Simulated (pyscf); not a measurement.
Optimised with ωB97X-D3(BJ)/def2-SVP in PySCF.

Question: For the elementary gas-phase step O=SiH–OH + NH₃ → H₂N–Si(=O)–OH + H₂ (singlet surface; H–Si, H–N broken, N–Si, H–H formed), what barrier and reaction energy does ωB97M-D3(BJ)/def2-TZVP give, measured from the separated reactants?

Answer: ΔE‡ = 49.6 kJ/mol, ΔE = -70.3 kJ/mol. Zero-point energy shifts the barrier by -1.9 kJ/mol. It is a four-centre exchange, with an imaginary mode of 1450i cm⁻¹. On the reactant side the descent ends in an adduct with a N–Si contact, 127.2 kJ/mol under the separated species and 173.6 kJ/mol under the saddle at ωB97X-D3(BJ)/def2-TZVP. What is counted as formed (N–Si) is already present as a longer contact in the reactant adduct; forming that adduct is a step of its own. At the saddle there is also a short H–Si contact that neither side keeps. The same reactants have a lower exit, to H₂N–SiH(OH)–OH (barrier -68.8 kJ/mol at ωB97M-D3(BJ)/def2-TZVP, against +49.6 kJ/mol here). O=SiH–OH lies 41.2 kJ/mol over its isomer HO–Si:–OH [singlet] (electronic energy, ωB97M-D3(BJ)/def2-TZVP). One saddle was located; it need not be the lowest between these sides.
